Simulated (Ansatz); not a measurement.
# BHNSi: the cost of one run

Method: def2-TZVPP, core rule «outside noble gas», up to 7 orbitals frozen; program: Ansatz 0.2.0, Gaussian basis.

To be run: UHF; ROHF; CCSD(T) on UHF.

2 further runs of the same task are left out: 2 set aside as unsound or not needed.

### 1 The system

The geometry is a PBE0/def2-TZVP stationary point (not a proven minimum).

4 atoms, charge 0, spin multiplicity 2.

Atoms are counted from 1 here; the program's logs count them from 0.

Bond lengths: B1–Si2 2.112 Å, Si2–N3 1.551 Å, N3–H4 0.998 Å. Angles: B1–Si2–N3 121.5°, Si2–N3–H4 175.3°.

### 2 UHF

Contents of in.yaml:

```yaml
crystal:
  periodic: [false, false, false]
  atoms:
    - {symbol: B, position_ang: [0.000000, -0.556516, 1.882798]}
    - {symbol: Si, position_ang: [0.000000, 0.426125, 0.012979]}
    - {symbol: N, position_ang: [0.000000, -0.366966, -1.319729]}
    - {symbol: H, position_ang: [0.000000, -0.805058, -2.216804]}
basis:
  gaussian: {orbitals: def2-TZVPP}
magnetization: {spin_polarized: true, initial_magnetization: 1}
hamiltonian: {xc: hf}
output: {orbitals: {seedname: orbitals}}
```

Launch:

```sh
$ ansatz run in.yaml --threads 1 --pin off --events-out ev --progress --plain --max-ram 3968MiB --backend cpu
```

**Question.** How long does this run take on 1 thread of AMD EPYC 7R13, shared host, and how much memory does it need?

About 16 s, with a peak of 0.27 GiB.
